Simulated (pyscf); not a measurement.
**Addition: HC≡CH + •H₂C–CH₃ -> •HC=CH–CH₂–CH₃**

Gas phase, doublet surface, charge 0. Bonds broken: none. Bonds formed: C1–C6. Optimised with ωB97X-D3(BJ)/def2-SVP in PySCF.

Transition state (Å):

```xyz
11

C      0.8189     0.4970    -0.0898
C      1.0385     0.4991    -1.2964
H      0.9539     0.8003     0.9391
H      1.1083     0.3843    -2.3647
C     -1.6996    -0.0276     1.4450
C     -0.8462    -0.8964     0.5735
H     -2.5507    -0.5917     1.8741
H     -1.1328     0.3828     2.2981
H     -2.1236     0.8186     0.8803
H     -0.2111    -1.6493     1.0548
H     -1.2413    -1.1912    -0.4037
```

One imaginary mode, 542i cm⁻¹; descent along it reached the two sides named.

| bond | change | reactant side (Å) | saddle | product side |
|---|---|---|---|---|
| C1–C6 | forms | 3.5 | 2.270 | 1.518 |

Electronic energies relative to the separated reactants (kcal/mol):

```tsv
level	barrier	reaction energy	reverse barrier
ωB97X-D3(BJ)/def2-TZVP	7.0	-31.6	38.6
PBE/def2-TZVP	3.8	-30.9	34.7
r²SCAN/def2-TZVP	4.8	-31.2	36.0
B3LYP-D3(BJ)/def2-TZVP	5.5	-28.9	34.4
PBE0-D3(BJ)/def2-TZVP	4.9	-34.3	39.2
M06-2X/def2-TZVP	7.8	-29.2	37.0
ωB97M-D3(BJ)/def2-TZVP	7.7	-28.7	36.4
HF/def2-TZVP	14.9	-26.5	41.4
```

With ωB97M-D3(BJ)/def2-TZVP energies and thermal terms (ideal gas, 1 atm, RRHO with modes under 100 cm⁻¹ raised to 100, one conformer, R ln 2 for rigid chiral ones), in kcal/mol:

| T (K) | ΔH‡ | ΔG‡ | ΔH | ΔG |
|---|---|---|---|---|
| 298 | 8.2 | 17.9 | -25.0 | -14.1 |
| 600 | 8.3 | 27.6 | -25.5 | -2.7 |
| 900 | 8.5 | 37.2 | -25.3 | +8.7 |
| 1200 | 8.8 | 46.8 | -24.8 | +19.9 |

•HC=CH–CH₂–CH₃ lies 27.8 kcal/mol over its isomer •H₂C–CH=CH–CH₃, and others may lie lower still (electronic energy, ωB97M-D3(BJ)). This is the saddle that the search found; another between the same sides may lie lower.
